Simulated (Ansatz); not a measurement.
Reaction (isomerisation): `N=C1CCO1` → `CC1=NCO1`

Gas-phase electronic energies from Ansatz, PBE0-D4/def2-TZVP geometries. CCSD(T)/CBS adds triple-zeta CCSD(T) − MP2 to the extrapolated MP2 energy (def2 sets, frozen cores). DFT in def2-TZVPP. B3LYP here is the variant with VWN-RPA as its local correlation; programs differ in this. HSE06 is defined as in plane-wave codes. Each species was taken in one conformer, which may not be the lowest.

| level | ΔE (kJ/mol) | difference from CCSD(T)/CBS |
| --- | --- | --- |
| LDA (SPW92) | 29.6 | 5.9 |
| PBE-D4 | 28.1 | 4.4 |
| revPBE-D4 | 28.3 | 4.6 |
| BLYP-D4 | 30.3 | 6.6 |
| r2SCAN-D4 | 27.4 | 3.7 |
| B97M-V | 26.5 | 2.8 |
| PBE0-D4 | 27.6 | 3.9 |
| B3LYP-D4 | 29.7 | 6.0 |
| r2SCAN0-D4 | 27.3 | 3.6 |
| HSE06-D4 | 27.6 | 3.9 |
| BHLYP-D4 | 29.5 | 5.8 |
| CAM-B3LYP-D4 | 28.3 | 4.6 |
| ωB97X-V | 24.9 | 1.2 |
| ωB97M-V | 26.6 | 2.9 |
| B2PLYP | 26.0 | 2.3 |
| PBE-QIDH | 24.8 | 1.1 |
| PBE | 27.3 | 3.6 |
| revPBE | 26.1 | 2.4 |
| r2SCAN | 27.3 | 3.6 |
| PBE0 | 27.0 | 3.3 |
| B3LYP | 28.4 | 4.7 |
| r2SCANh | 27.2 | 3.5 |
| r2SCAN0 | 27.2 | 3.5 |
| HSE06 | 27.0 | 3.3 |
| BHLYP | 28.6 | 4.9 |
| LC-ωPBE | 24.4 | 0.7 |
| RPA@PBE/def2-TZVPP | 23.1 | -0.6 |
| HF/def2-SVP | 28.3 | 4.6 |
| CCSD/def2-SVP | 23.2 | -0.5 |
| CCSD(T)/def2-SVP | 21.9 | -1.8 |
| HF/def2-TZVPP | 26.6 | 2.9 |
| MP2/def2-TZVPP | 21.7 | -2.0 |
| SCS-MP2/def2-TZVPP | 22.0 | -1.7 |
| CCSD/def2-TZVPP | 25.2 | 1.5 |
| CCSD(T)/def2-TZVPP | 24.1 | 0.4 |
| HF/def2-QZVPP | 26.0 | 2.3 |
| SCS-MP2/def2-QZVPP | 21.7 | -2.0 |
| HF/CBS(def2) | 25.9 | 2.2 |
| MP2/CBS(def2) | 21.4 | -2.3 |
| CCSD/CBS(def2) | 24.8 | 1.1 |
| CCSD(T)/CBS | 23.7 | 0 |

Largest T1 diagnostic among the species: 0.014.

Leaving LDA and LC-ωPBE aside and taking each functional with its dispersion term where it has one, the values spread over 5.5 kJ/mol, from PBE-QIDH to BLYP-D4.
